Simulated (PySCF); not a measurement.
# How the numerical set-up moves the result for MgCl

The method stays; parts of the set-up, such as the basis or the Hamiltonian, are changed.

Computed with PySCF 2.14.0. Level: method and basis as typed in the scripts.

2 further runs of the same task are left out: 2 that didn't finish.

### Step 1. Starting geometry

MgCl: 2 atoms, charge 0, spin multiplicity 2.

Bond lengths: Mg1–Cl2 2.270 Å.

### Step 2. The run that the others are compared with

input.py

```python
from pyscf import gto, scf
from pyscf.geomopt.geometric_solver import optimize

mol = gto.M(
    atom='Mg 0 0 0; Cl 0 0 2.27',
    basis='6-31g',
    charge=0,
    spin=1,
    verbose=4,
)
mf = scf.ROHF(mol)
mf.kernel()
mol_eq = optimize(mf, maxsteps=30)
print('optimised geometry (angstrom)')
print(mol_eq.tostring('raw'))
print('orbital energies (hartree):', mf.mo_energy[..., max(0, mol.nelec[1]-3):mol.nelec[0]+3].round(4))
```

On the command line:

```bash
OMP_NUM_THREADS=1 python input.py
```

Its log is not repeated here.

It gives: at the starting geometry E(SCF) = -659.128622 Eh, 8 cycles, optimised bond 2.307 Å in 4 steps; the optimisation lowers the energy by 0.007 eV.

### Step 3. Minao

Variant 1 changes basis set: 6-31g → minao.

input.py

```python
from pyscf import gto, scf
from pyscf.geomopt.geometric_solver import optimize

mol = gto.M(
    atom='Mg 0 0 0; Cl 0 0 2.27',
    basis='minao',
    charge=0,
    spin=1,
    verbose=4,
)
mf = scf.ROHF(mol)
mf.kernel()
mol_eq = optimize(mf, maxsteps=30)
print('optimised geometry (angstrom)')
print(mol_eq.tostring('raw'))
print('orbital energies (hartree):', mf.mo_energy[..., max(0, mol.nelec[1]-3):mol.nelec[0]+3].round(4))
```

On the command line:

```bash
OMP_NUM_THREADS=1 python input.py
```

### Step 4. Spin-free X2C on

Variant 2 changes spin-free X2C: off → on.

Edit input.py of step 2 so:

```diff
@@ -11,2 +11,3 @@
 mf = scf.ROHF(mol)
+mf = mf.sfx2c1e()
 mf.kernel()
```

### Step 5. Sto-3g

Variant 3 changes basis set: 6-31g → sto-3g.

Edit input.py of step 2 so:

```diff
@@ -5,3 +5,3 @@
     atom='Mg 0 0 0; Cl 0 0 2.27',
-    basis='6-31g',
+    basis='sto-3g',
     charge=0,
```

### Step 6. Cartesian functions on

Variant 4 changes Cartesian functions: off → on.

Edit input.py of step 2 so:

```diff
@@ -8,2 +8,3 @@
     spin=1,
+    cart=True,
     verbose=4,
```

### Step 7. Jorge-dzp

Variant 5 changes basis set: 6-31g → jorge-dzp.

Edit input.py of step 2 so:

```diff
@@ -5,3 +5,3 @@
     atom='Mg 0 0 0; Cl 0 0 2.27',
-    basis='6-31g',
+    basis='jorge-dzp',
     charge=0,
```

### Step 8. Lanl2dz (core potential on)

Variant 6 changes basis set: 6-31g → lanl2dz; core potential: off → on. The core potential changes with it: totals don't compare.

Edit input.py of step 2 so:

```diff
@@ -5,3 +5,4 @@
     atom='Mg 0 0 0; Cl 0 0 2.27',
-    basis='6-31g',
+    basis='lanl2dz',
+    ecp={'Mg': 'lanl2dz', 'Cl': 'lanl2dz'},
     charge=0,
```

Q: Predict the outcome of this session. Wanted: for each run, E(SCF); from base; after the SCF.

**Answer**, as computed:

```csv
run,E(SCF) (hartree),from base (eV),cycles,functions,after the SCF
base,-659.128622,0,8,26,"bond 2.307 Å, -0.007 eV"
minao,-659.095512,+0.9010,6,15,"bond 2.563 Å, -0.160 eV"
spin-free X2C on,-660.657928,-41.6145,8,26,"bond 2.304 Å, -0.006 eV"
sto-3g,-651.739241,+201.0753,7,18,"bond 2.166 Å, -0.080 eV"
Cartesian functions on,-659.128622,0.0000,8,26,"bond 2.307 Å, -0.007 eV"
jorge-dzp,-659.183130,-1.4833,9,48,"bond 2.246 Å, -0.003 eV"
lanl2dz (core potential on),-15.557886,not comparable,9,16,"bond 2.267 Å, 0.000 eV"
```

SCF columns refer to the geometry typed in the script.

The SCF energy stays the same, to the digits that matter, with Cartesian functions on. The basis has no d shells, so the Cartesian switch can't act. Of the runs whose energies can be compared, “sto-3g” moves the SCF energy most (+201.075 eV). minao (15 functions) gives an energy 0.90 eV higher than 6-31g (26). Scalar relativity lowers the total energy by 41.61 eV, nearly all of it in the inner shells; a basis contracted without relativity catches only part of it. sto-3g (18 functions) gives an energy 201.08 eV higher than 6-31g (26). jorge-dzp (48 functions) gives an energy 1.48 eV lower than 6-31g (26).
